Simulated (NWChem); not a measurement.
## Correlation energy of silicon monoxide (OSi)

```
Si
O 1 1.5233
```
Charge 0, spin multiplicity 1.

Program: NWChem. The geometry was optimised at PBE0/def2-SVP, a minimum by its harmonic frequencies.

Basis set: 3-21G. Each correlation energy counts from its own Hartree-Fock reference.

The correlated methods keep 6 core orbitals frozen. No row is a measurement; the coupled-cluster row has its own basis-set and correlation limits.

```csv
method,correlation energy (mHa)
MP2,-199.2
SCS-MP2,…
CCSD,…
CCSD+T(CCSD),…
CCSD(T),-201.6
CR-CCSD[T],…
CR-CCSD(T),-199.2
CCSDT,-201.7
```

**Question.** What belongs in the gaps?

**Answer.** 
- SCS-MP2, correlation energy (mHa): -191.4
- CCSD, correlation energy (mHa): -189.5
- CCSD+T(CCSD), correlation energy (mHa): -206.0
- CR-CCSD[T], correlation energy (mHa): -202.4
